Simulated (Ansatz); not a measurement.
Energy needed to pull apart Si₂H₄O (SMILES O=[SiH][SiH3]), singlet, into free ground-state atoms, from the structure below (displaced at random from a GFN2-xTB minimum); no zero-point or spin–orbit terms; open-shell atoms are treated unrestricted, in their ground-state multiplicity.

```tsv
atom	x (Å)	y (Å)	z (Å)
O1	-0.8414	-1.9622	1.3925
Si2	-0.7208	-1.1592	0.1228
Si3	0.5416	0.8049	-0.0522
H4	-1.2865	-1.5168	-1.1097
H5	0.4271	1.3250	-1.4142
H6	-0.0126	1.8827	0.8458
H7	1.9432	0.6210	0.2832
```

Ansatz 0.2.0; basis: def2-TZVPP; cores frozen in the correlated methods.

```csv
method,atomization energy (kcal/mol)
PBE-D4,512.0
BLYP-D4,511.8
r2SCAN-D4,511.8
PBE0-D4,501.4
BHLYP-D4,?
wB97M-V,511.4
HF,360.1
MP2,502.4
CCSD,?
CCSD(T),497.0
```

Problem. What does CCSD give? (To be estimated.)

Solution. Computed: 488.6 kcal/mol, which is about 8.4 kcal/mol less than CCSD(T)/def2-TZVPP.

Problem. What does BHLYP-D4 give? (To be estimated.)

Solution. The calculation gives: 495.6 kcal/mol, which is about 1.4 kcal/mol less than CCSD(T)/def2-TZVPP.

In triple zeta the MP2 and coupled-cluster atomization energies are still short of their basis limit by a few kcal/mol a bond, whereas those of the functionals are nearly converged, so these differences are not deviations from converged CCSD(T).

T1 diagnostic: at most 0.021.

For scale, one of the runs: CCSD(T)/def2-TZVPP forces, 171 basis functions (an equivalent command: `ansatz run in.yaml --threads 4`). Time: 59 s of wall clock on 4 CPU threads; the host was shared. Peak host memory: 2.6 GiB.
